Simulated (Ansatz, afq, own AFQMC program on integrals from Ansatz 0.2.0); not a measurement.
**AlSiH, triplet in 6-31G, levels against full CI**

```xyz
3

Si    0.0000   -0.0320    1.0361
Al    0.0000   -0.0105   -1.0889
H     0.0000    1.1715    0.2804
```

Connectivity, by distances: Si–Al, 1 bridging H.

Basis 6-31G. Noble-gas cores (and the filled d shells of Ga–Kr and In–Xe) are frozen. Integrals, coupled cluster, full CI and functionals: Ansatz 0.2.0; the random walks run on the same integrals in our own AFQMC program. The CISD trial takes its coefficients from CCSD amplitudes. Released means that phaseless walkers are propagated on without the constraint, phases kept. ± is one standard error of the sampling.

Determinant: UHF, the one that the program's search chose, which needn't be the lowest solution. The geometry is a point of a scan.

Full CI on the same integrals is exact in this basis and with this determinant's frozen core.

Cautions: lower spins were not checked; the released energies are still falling, so no released level is given (meV from the phaseless value at times in 1/Eh: -2.4 ± 1.5 at 0.24, -5.8 ± 1.3 at 0.51, -7.5 ± 1.1 at 0.99, -9.4 ± 0.9 at 1.62, -12.3 ± 1.2 at 2.40).

The T1 diagnostic is 0.0334. The weight of the determinant in the CISD state is 0.884 and the ⟨S²⟩ of the determinant is 2.040. The size of the correlated space is 8 electrons in 18 orbitals.

Reference: full CI, correlation energy -2.574 eV.

| level | E − E(reference) (kcal/mol) | share of correlation (%) |
| --- | --- | --- |
| HF | 59.36 | 0.00 |
| MP2 | 17.88 | 69.87 |
| CCSD | 2.35 | 96.03 |
| CCSD(T) | 0.66 | 98.90 |
| CCSDT | 0.16 | 99.73 |
| CCSDT(Q) | 0.03 | 99.96 |
| CCSDTQ | 0.01 | 99.99 |
| ph-AFQMC/CISD | 0.36 ± 0.04 | 99.39 |

CCSDT and higher add their correlation energy to the determinant of the CCSD(T) run, since their own runs factorise the integrals more tightly (a shift of under 2 meV). A walk keeps the symmetry of its determinant, which the program's search chose and which needn't be the lowest solution, so a lower state of the same spin and another symmetry isn't excluded.
